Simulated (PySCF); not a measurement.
water cation (H2O), SMILES O (connectivity only; charge and spin as stated), charge +1, multiplicity 2. Atoms are numbered in the order given.

```xyz
3

O      0.0000     0.0000    -0.1160
H      0.0000    -0.8247     0.4641
H      0.0000     0.8247     0.4641
```
Charge +1, spin multiplicity 2.

Coordinates come from a B3LYP-D3(BJ)/def2-TZVPD optimisation. The multiplicity is an assumed one; other spin states were not compared.

Two levels are set side by side: PBE/pcH-1 (PySCF) and PBE0/pcH-1 (PySCF). Contact hyperfine couplings, same geometry. Differences are taken from unrounded values.

```
quantity                        PBE
----------------------------  -----
A(iso) of 17O, atom O1 (MHz)  -48.9
A(iso) of 1H, atom H2 (MHz)   -67.8
A(iso) of 1H, atom H3 (MHz)   -67.8
```

Q: These are the PBE values. What does PBE0 give? (Estimate from the structure and the level; the computed values follow.)

A: 
```json
[
 {"quantity": "A(iso) of 17O, atom O1 (MHz)", "PBE0": "-69.5", "PBE minus PBE0": "20.7"},
 {"quantity": "A(iso) of 1H, atom H2 (MHz)", "PBE0": "-74.9", "PBE minus PBE0": "7.1"},
 {"quantity": "A(iso) of 1H, atom H3 (MHz)", "PBE0": "-74.9", "PBE minus PBE0": "7.1"}
]
```

Rough cost on one machine, each run with all the roots and properties that it gave: PBE0 against PBE within a factor of 2.
